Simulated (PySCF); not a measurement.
**Ionising MgCl**

UHF-CCSD(T); Mg pcseg-1, Cl pcseg-1; no relativity (PySCF 2.14). Neutral (UHF): doublet (σ ↑), Re = 2.287 Å, ωe = 413 cm⁻¹, De = 2.58 eV.

MgCl⁺ (RHF): singlet (closed shell), Re = 2.185 Å, ωe = 493 cm⁻¹, De = 2.29 eV to Mg⁺ + Cl. The energies at the minima are -659.26946 hartree for MgCl and -658.98818 for MgCl⁺.

Work out the adiabatic ionisation energy, without and with harmonic zero-point energies (1 hartree = 27.2114 eV, 1 eV = 8065.5 cm⁻¹), and the change of the bond length.

At CCSD(T): 0.28128 hartree = 7.654 eV between the minima; the zero-point term (493.0 − 413.0)/2 cm⁻¹ = +0.005 eV makes it 7.659 eV. Re changes by -10.2 pm against the neutral. The electron leaves a σ orbital, and the shorter bond of the ion fits an antibonding orbital, or a change in how ionic the bond is.

Correlated steps freeze 6 core orbitals. Correlated levels converge slowly with the basis: in double zeta they bind strong bonds too weakly, by up to about 1 eV, and carry superposition errors of some tenths. For an ion De counts to the pair picked by the measured ionisation energies or electron affinities, which need not be the lowest pair at this level. Where the molecule has an RHF reference, its open-shell atoms are computed with UHF. States were picked by a PBE0 search and need not be the measured ground states.

Neutral and ion stand on different kinds of reference determinant, which adds to the error of the difference.
